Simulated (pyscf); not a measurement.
Single points on ωB97X-D3(BJ)/def2-SVP structures (PySCF, gas phase).

Task: Estimate by transition-state theory the rate constant of `[AsH2][InH2]` + `[SiH4]` → `[SiH3][AsH][InH2]` + `[H][H]` (singlet surface; As–H, H–Si broken, As–Si, H–H formed) at 900 K, with ωB97M-D3(BJ)/def2-TZVP energies (ideal gas, 1 atm, RRHO with modes under 100 cm⁻¹ raised to 100, one conformer, R ln 2 for chiral ones without a mode under 150 cm⁻¹; no tunnelling).

Result: The electronic barrier is 62.8 kcal/mol and the thermal terms add +31.6, so ΔG‡ = 94.3 kcal/mol. With k_BT/h = 1.88e+13 s⁻¹ and RT = 1.788 kcal/mol, and a volume of 1.23e-19 cm³ per molecule at 1 atm, k = 2.9e-29 cm³ molecule⁻¹ s⁻¹. Wigner's tunnelling factor for 1569i cm⁻¹ would be 1.26. A shift of 1 kcal/mol in the barrier changes k by a factor 1.7. On the reactant side the descent ends in a complex, 6.0 kcal/mol under the separated species and 63.0 kcal/mol under the saddle at ωB97X-D3(BJ)/def2-TZVP. On the product side the descent ends in an adduct with a In–Si contact (not fully relaxed), 1.1 kcal/mol under the separated species and 67.6 kcal/mol under the saddle at ωB97X-D3(BJ)/def2-TZVP. At the saddle there is also a short H–Si contact that neither side keeps. At ωB97X-D3(BJ) the barrier from the zero used here is 57.0 kcal/mol. From the product side, H₃Si–AsH• + InH₂• + H₂ lies, by one bond made or cut, 7.6 kcal/mol under this saddle at ωB97M-D3(BJ). The same reactants have a lower exit, to AsH₂• + InH₂• + SiH₄ (no saddle counted: cutting one bond costs +56.9 kcal/mol at ωB97M-D3(BJ), against +62.8 kcal/mol here). H₃Si–AsH–InH₂ is closed by a dative In–Si contact. One saddle was located; it need not be the lowest between these sides. Elements up to Kr have no core potential and no relativistic terms here. Elements past Kr carry the def2 core potentials, without spin-orbit coupling.
